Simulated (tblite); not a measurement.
C4H10FS (charge +1).
SMILES with atom numbers: `[CH3:1][C@@H:2]([F:3])[S+:4]([CH3:5])[CH3:6]` (hydrogens: H7, H8, H9 on C1; H10 on C2; H11, H12, H13 on C5; H14, H15, H16 on C6)

Computed with GFN2-xTB (tblite), gas phase: L-BFGS steps from a force-field or distance-geometry start until the largest atomic force falls under 0.01 eV/Å.

Step 11: E = -576.6176 eV
```
atom  x, y, z in Å  |  force x, y, z in eV/Å
C1      2.1774   -0.3214    0.1652    0.002  -0.016   0.021
C2      0.9921    0.3523   -0.4715   -0.011  -0.007   0.003
F3      0.4862   -0.3586   -1.5059    0.042  -0.020  -0.039
S4     -0.4408    0.5404    0.7498    0.038  -0.005  -0.055
C5     -1.6491    1.2724   -0.3781   -0.015   0.019  -0.007
C6     -1.0502   -1.1609    0.7627   -0.004  -0.021   0.012
H7      2.9860   -0.3949   -0.5599   -0.017   0.032  -0.055
H8      1.9381   -1.3302    0.4879   -0.024  -0.049   0.013
H9      2.5324    0.2569    1.0120   -0.013   0.030   0.033
H10     1.2114    1.3621   -0.8343   -0.003   0.015   0.024
H11    -2.6070    1.3230    0.1312   -0.013  -0.026   0.021
H12    -1.3329    2.2814   -0.6272    0.026   0.018   0.016
H13    -1.7297    0.6684   -1.2782   -0.017   0.022  -0.017
H14    -0.3342   -1.7921    1.2800    0.029   0.013   0.028
H15    -1.1993   -1.5108   -0.2550    0.006  -0.036  -0.003
H16    -1.9880   -1.1792    1.3099   -0.024   0.032   0.005
```

Step 12: E = -576.6185 eV
```
atom  x, y, z in Å  |  force x, y, z in eV/Å
C1      2.1780   -0.3218    0.1657   -0.014  -0.008   0.012
C2      0.9939    0.3509   -0.4747   -0.031   0.004   0.063
F3      0.4893   -0.3585   -1.5096    0.041  -0.022  -0.044
S4     -0.4415    0.5385    0.7473    0.066   0.020  -0.058
C5     -1.6496    1.2736   -0.3780   -0.028   0.025  -0.021
C6     -1.0502   -1.1613    0.7634   -0.010  -0.039   0.025
H7      2.9855   -0.3938   -0.5603    0.004   0.022  -0.052
H8      1.9382   -1.3308    0.4877   -0.017  -0.045   0.014
H9      2.5320    0.2576    1.0128   -0.021   0.018   0.017
H10     1.2131    1.3623   -0.8320   -0.003   0.018   0.005
H11    -2.6080    1.3221    0.1311   -0.006  -0.017   0.026
H12    -1.3328    2.2831   -0.6258    0.019   0.007   0.026
H13    -1.7331    0.6730   -1.2798   -0.006   0.010  -0.023
H14    -0.3345   -1.7911    1.2826    0.033   0.011   0.034
H15    -1.1995   -1.5160   -0.2516    0.006  -0.036  -0.039
H16    -1.9883   -1.1787    1.3097   -0.032   0.032   0.015
```

Step 13: E = -576.6196 eV
```
atom  x, y, z in Å  |  force x, y, z in eV/Å
C1      2.1788   -0.3227    0.1664   -0.028   0.001  -0.003
C2      0.9957    0.3492   -0.4780   -0.039   0.013   0.100
F3      0.4943   -0.3584   -1.5153    0.041  -0.013  -0.033
S4     -0.4414    0.5362    0.7428    0.066   0.034  -0.048
C5     -1.6510    1.2756   -0.3783   -0.032   0.021  -0.032
C6     -1.0505   -1.1628    0.7648   -0.013  -0.047   0.026
H7      2.9853   -0.3921   -0.5613    0.012   0.010  -0.030
H8      1.9381   -1.3323    0.4876   -0.001  -0.024   0.010
H9      2.5311    0.2588    1.0140   -0.030  -0.006  -0.009
H10     1.2155    1.3628   -0.8289   -0.006   0.010  -0.016
H11    -2.6095    1.3208    0.1314    0.008  -0.003   0.030
H12    -1.3325    2.2857   -0.6234    0.006  -0.005   0.036
H13    -1.7379    0.6796   -1.2826    0.007  -0.001  -0.028
H14    -0.3343   -1.7897    1.2870    0.027   0.011   0.038
H15    -1.1997   -1.5241   -0.2475    0.008  -0.030  -0.060
H16    -1.9893   -1.1777    1.3099   -0.028   0.031   0.020
```

Question: Estimate the geometry and energy of step 14. (The exact step hangs on the optimiser's Hessian estimate; all steps are aligned on step 13, rigid shifts and turns removed.)

Answer: E = -576.6206 eV, largest force 0.090 eV/Å
```
atom  x, y, z in Å  |  force x, y, z in eV/Å
C1      2.1794   -0.3237    0.1670   -0.031   0.004  -0.016
C2      0.9967    0.3479   -0.4800   -0.027   0.014   0.085
F3      0.5001   -0.3582   -1.5214    0.039   0.003  -0.008
S4     -0.4404    0.5344    0.7373    0.028   0.023  -0.025
C5     -1.6530    1.2779   -0.3791   -0.022   0.006  -0.032
C6     -1.0511   -1.1652    0.7663   -0.009  -0.037   0.012
H7      2.9855   -0.3904   -0.5626    0.004   0.000  -0.001
H8      1.9383   -1.3342    0.4875    0.014   0.002   0.002
H9      2.5297    0.2598    1.0150   -0.033  -0.029  -0.028
H10     1.2179    1.3632   -0.8262   -0.010  -0.005  -0.027
H11    -2.6111    1.3197    0.1322    0.023   0.007   0.029
H12    -1.3322    2.2885   -0.6202   -0.008  -0.008   0.038
H13    -1.7427    0.6864   -1.2861    0.017  -0.008  -0.029
H14    -0.3338   -1.7881    1.2924    0.013   0.013   0.034
H15    -1.1998   -1.5328   -0.2442    0.014  -0.017  -0.050
H16    -1.9909   -1.1763    1.3107   -0.011   0.029   0.016
```

The energy changes by -0.0009 eV. The first-order estimate −F·Δx gives -0.0014 eV and the mean of the old and new forces, exact on a quadratic surface, -0.0010 eV. The step makes an angle of 70° with the force vector and moves no atom by more than 0.009 Å.

The cost below is that of the whole relaxation. Hardware: an Arm Neoverse N1 with one thread, shared host. Cost: 0.48 s wall.
